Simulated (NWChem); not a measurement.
**One shape, several levels: C3HOS− (SMILES C#CC(=O)[S-])**

Wanted: a comparison of 5 runs (HF/STO-3G, HF/3-21G, BLYP/def2-TZVP, B3LYP/6-31G*) of C3HOS−. 

The results are computed with NWChem 7.3.0.

### 1 The structure to begin with

C3HOS− has 6 atoms, charge -1, and is taken as a singlet. As SMILES, `C#CC(=O)[S-]`. The coordinates come from a GFN2-xTB relaxation.

Bond lengths: C1–C2 1.203 Å, C2–C3 1.446 Å, C3–O4 1.229 Å, C3–S5 1.701 Å, C1–H6 1.052 Å. Angles: C1–C2–C3 176.2°, C2–C3–O4 122.2°, C2–C3–S5 110.1°, O4–C3–S5 127.6°, C2–C1–H6 178.5°.

### 2 Energy and forces at HF/STO-3G (run 1)

run.py

```python
from ase import Atoms
from ase.calculators.nwchem import NWChem

mol = Atoms(['C', 'C', 'C', 'O', 'S', 'H'], positions=[
    [0.407900, 0.025620, 1.502150],
    [0.051940, -0.109140, 0.360830],
    [-0.344310, -0.181390, -1.028390],
    [-0.872510, -1.182210, -1.507980],
    [0.029890, 1.277060, -1.820640],
    [0.727100, 0.170050, 2.494030],
])

calc = NWChem(
    label='c3hos',
    theory='scf',
    memory='2200 mb',
    basis='STO-3G',
    basispar='spherical bse',
    charge=-1,
    scf={'nopen': '0', 'rhf': None, 'thresh': '1e-08', 'maxiter': '80'},
)
mol.calc = calc

forces = mol.get_forces()
print("Total energy (eV):", round(mol.get_potential_energy(), 6))
print("forces (eV/A):")
for s, f in zip(mol.symbols, forces):
    print(f"{s:2s} {f[0]:10.5f} {f[1]:10.5f} {f[2]:10.5f}")
print("dipole (e A):", mol.get_dipole_moment().round(4))
```

The run is started by

```sh
$ export ASE_NWCHEM_COMMAND="nwchem PREFIX.nwi > PREFIX.nwo"
$ python run.py
```

The program printed:

```text
Total energy (eV): -15770.207612
forces (eV/A):
C    -1.24899   -0.43272   -4.05098
C     1.77437   -0.10711    6.85688
C     0.25094    2.46960   -2.77443
O    -0.89228   -2.06043   -0.25901
S    -0.00273    0.08598   -0.14681
H     0.11873    0.04463    0.37430
dipole (e A): [ 0.2429 -0.302   1.3757]
```

The calculator wrote c3hos.nwi:

```
title "c3hos"

permanent_dir c3hos

scratch_dir c3hos

start c3hos

geometry units angstrom nocenter noautosym noautoz
  C  4.0789999999999998e-01 2.5620000000000000e-02 1.5021500000000001e+00
  C  5.1940000000000000e-02 -1.0914000000000000e-01 3.6082999999999998e-01
  C  -3.4431000000000000e-01 -1.8139000000000000e-01 -1.0283899999999999e+00
  O  -8.7251000000000001e-01 -1.1822100000000000e+00 -1.5079800000000001e+00
  S  2.9890000000000000e-02 1.2770600000000001e+00 -1.8206400000000000e+00
  H  7.2709999999999997e-01 1.7005000000000001e-01 2.4940300000000000e+00
end

charge -1

memory 2200 mb

basis spherical bse noprint
   * library STO-3G
end

scf
  nopen 0
  rhf
  thresh 1e-08
  maxiter 80
end

task scf gradient
```

c3hos.nwo:

```text
Northwest Computational Chemistry Package (NWChem) 7.3.0
             --------------------------------------------------------

           Job information
           ---------------

    nwchem branch   = 7.3.0
    use scalapack   = T
    input           = c3hos.nwi
    prefix          = c3hos.
    data base       = c3hos/c3hos.db
    status          = startup
    nproc           =        1

           Memory information
           ------------------

[... 5 lines left out ...]
    hardfail = no
[... 132 lines left out ...]
         Quadratically convergent ROHF
[... 15 lines left out ...]
       Final RHF  results
[... 4 lines left out ...]
      Two-electron energy =    407.143660519253
[... 39 lines left out ...]
                       ROHF Final Molecular Orbital Analysis
[... 230 lines left out ...]
                 ----------------------------------------
                 |  Time  |  1-e(secs)   |  2-e(secs)   |
                 ----------------------------------------
                 |  CPU   |       0.00   |       0.23   |
                 ----------------------------------------
                 |  WALL  |       0.00   |       0.23   |
                 ----------------------------------------

 Task  times  cpu:        1.4s     wall:        1.4s
 Total times  cpu:        1.5s     wall:        1.5s
```

It took 2.4 s on 1 thread of Intel Xeon 6975P-C (Granite Rapids), shared host; peak memory 0.099 GiB.

### 3 Energy and forces at HF/3-21G (run 2)

run.py

```python
from ase import Atoms
from ase.calculators.nwchem import NWChem

system = Atoms('CCCOSH', positions=[
    [0.407900, 0.025620, 1.502150],
    [0.051940, -0.109140, 0.360830],
    [-0.344310, -0.181390, -1.028390],
    [-0.872510, -1.182210, -1.507980],
    [0.029890, 1.277060, -1.820640],
    [0.727100, 0.170050, 2.494030],
])

calc = NWChem(
    label='c3hos',
    theory='scf',
    memory='2200 mb',
    basis='3-21G',
    basispar='spherical bse',
    charge=-1,
    scf={'nopen': '0', 'rhf': None, 'thresh': '1e-08', 'maxiter': '80'},
)
system.calc = calc

forces = system.get_forces()
print(f"energy = {system.get_potential_energy():.6f} eV")
print("forces (eV/A):")
for s, f in zip(system.symbols, forces):
    print(f"{s:2s} {f[0]:10.5f} {f[1]:10.5f} {f[2]:10.5f}")
print("dipole (e A):", system.get_dipole_moment().round(4))
```

The run is started by

```sh
$ export ASE_NWCHEM_COMMAND="nwchem PREFIX.nwi > PREFIX.nwo"
$ python run.py
```

The program printed:

```text
energy = -15878.023987 eV
forces (eV/A):
C    -0.48244   -0.47684   -1.08243
C     0.66813    0.11138    2.33873
C    -0.72870   -1.70531   -0.14912
O     0.06232   -0.17545    0.49088
S     0.50918    2.24632   -1.48111
H    -0.02849   -0.00005   -0.11699
dipole (e A): [ 0.2982 -0.4116  1.7509]
```

The calculator wrote c3hos.nwi:

```
title "c3hos"

permanent_dir c3hos

scratch_dir c3hos

start c3hos

geometry units angstrom nocenter noautosym noautoz
  C  4.0789999999999998e-01 2.5620000000000000e-02 1.5021500000000001e+00
  C  5.1940000000000000e-02 -1.0914000000000000e-01 3.6082999999999998e-01
  C  -3.4431000000000000e-01 -1.8139000000000000e-01 -1.0283899999999999e+00
  O  -8.7251000000000001e-01 -1.1822100000000000e+00 -1.5079800000000001e+00
  S  2.9890000000000000e-02 1.2770600000000001e+00 -1.8206400000000000e+00
  H  7.2709999999999997e-01 1.7005000000000001e-01 2.4940300000000000e+00
end

charge -1

memory 2200 mb

basis spherical bse noprint
   * library 3-21G
end

scf
  nopen 0
  rhf
  thresh 1e-08
  maxiter 80
end

task scf gradient
```

c3hos.nwo:

```text
Northwest Computational Chemistry Package (NWChem) 7.3.0
             --------------------------------------------------------

           Job information
           ---------------

    nwchem branch   = 7.3.0
    use scalapack   = T
    input           = c3hos.nwi
    prefix          = c3hos.
    data base       = c3hos/c3hos.db
    status          = startup
    nproc           =        1

           Memory information
           ------------------

[... 5 lines left out ...]
    hardfail = no
[... 132 lines left out ...]
         Quadratically convergent ROHF
[... 15 lines left out ...]
       Final RHF  results
[... 4 lines left out ...]
      Two-electron energy =    399.496674602146
[... 41 lines left out ...]
                       ROHF Final Molecular Orbital Analysis
[... 229 lines left out ...]
                 ----------------------------------------
                 |  Time  |  1-e(secs)   |  2-e(secs)   |
                 ----------------------------------------
                 |  CPU   |       0.00   |       0.29   |
                 ----------------------------------------
                 |  WALL  |       0.00   |       0.29   |
                 ----------------------------------------

 Task  times  cpu:        1.7s     wall:        1.7s
 Total times  cpu:        1.7s     wall:        1.7s
```

Wall time 2.7 s (1 thread of Intel Xeon 6975P-C (Granite Rapids), shared host); peak memory 0.096 GiB.

Runs 3 to 4 aren't shown in full; the table further down has their settings and results.

### 4 Energy and gradient at B3LYP/6-31G(d) (Cartesian functions) (run 5)

mol.xyz

```xyz
6
C3HOS B3LYP
C      0.407900     0.025620     1.502150
C      0.051940    -0.109140     0.360830
C     -0.344310    -0.181390    -1.028390
O     -0.872510    -1.182210    -1.507980
S      0.029890     1.277060    -1.820640
H      0.727100     0.170050     2.494030
```

mol.nw

```
start mol
title "C3HOS B3LYP"
memory stack 880 mb heap 220 mb global 1100 mb
charge -1

geometry noautosym nocenter noautoz
 load format xyz mol.xyz
end

basis cartesian
 * library 6-31G*
end

dft
 xc b3lyp
 mult 1
 grid xfine
 convergence energy 1e-08
 maxiter 100
 mulliken
end

task dft gradient
```

The run is started by

```sh
$ nwchem mol.nw > mol.out
```

The program printed:

```text
[...]
          Wavefunction type:  closed shell.
          No. of atoms     :     6
          No. of electrons :    44
[...]
          Charge           :    -1
          Spin multiplicity:     1
[...]
          AO basis - number of functions:    81
[...]
              XC Information
              --------------
                         B3LYP Method XC Potential
                     Hartree-Fock (Exact) Exchange  0.200
                        Slater Exchange Functional  0.800 local
                    Becke 1988 Exchange Functional  0.720 non-local
              Lee-Yang-Parr Correlation Functional  0.810
                  VWN I RPA Correlation Functional  0.190 local
[...]
 d= 0,ls=0.0,diis     1   -588.0672632086 -7.61D+02  3.23D-02  1.80D+00     1.9
[...]
 d= 0,ls=0.0,diis    12   -588.3037845674 -1.75D-09  4.59D-07  8.00D-10    20.1
         Total DFT energy =     -588.303784567380
      One electron energy =    -1160.033501026992
           Coulomb energy =      450.368694434230
    Exchange-Corr. energy =      -51.135099792148
 Nuclear repulsion energy =      172.496121817530
[...]
  wavefunction    = closed shell
                         DFT ENERGY GRADIENTS
    atom               coordinates                        gradient
                 x          y          z           x          y          z
   1 C       0.770819   0.048415   2.838652   -0.002880   0.003190  -0.015790
   2 C       0.098152  -0.206245   0.681870    0.002865   0.004331   0.004413
   3 C      -0.650652  -0.342777  -1.943375    0.000771  -0.003731   0.008248
   4 O      -1.648805  -2.234053  -2.849669    0.006860   0.018373  -0.001754
   5 S       0.056484   2.413293  -3.440511   -0.004428  -0.020799   0.014843
   6 H       1.374020   0.321348   4.713033   -0.003188  -0.001363  -0.009962
[...]
```

Wall time 25 s (1 thread of Intel Xeon 6975P-C (Granite Rapids), shared host); peak memory 0.14 GiB.

### 5 The series

```csv
run,level,iteration cap,module,energy (Eh),HOMO energy (eV),LUMO energy (eV),HOMO–LUMO gap (eV),wall time
1,HF/STO-3G,80,scf,-579.544445,2.25,13.28,11.02,2.4 s
2,HF/3-21G,80,scf,-583.506624,-3.14,7.82,10.96,2.7 s
3,BLYP/def2-TZVP,100,dft,-588.369365,–,–,–,86 s
4,B3LYP/6-31G* (spherical functions),100,dft,-588.296713,-0.19,3.98,4.17,22 s
5,B3LYP/6-31G* (Cartesian functions),100,dft,-588.303785,-0.20,3.97,4.17,25 s
```

### 6 Results

| quantity | value |
| --- | --- |
| run 5: total energy | -588.30378 Eh |
| run 5: HOMO energy | -0.20 eV |
| run 5: LUMO energy | 3.97 eV |
| run 5: HOMO–LUMO gap (to an unbound level, set by the basis) | 4.17 eV |
| run 5: largest force on an atom | 1.334 eV/Å |

Over runs 1, 2, 4, 5 the HOMO–LUMO gap runs from 4.17 eV (B3LYP/6-31G*) to 11.02 eV (HF/STO-3G). The two ends differ in method and basis. The empty levels of an anion lie above zero and hang on the basis. Totals of different functionals can't be ranked against each other. In run 1 the HOMO lies above zero, so the outermost electron may be held by the basis alone. In run 1 the basis is minimal, so the values are rough. All runs together took 2.3 min, the longest 86 s.
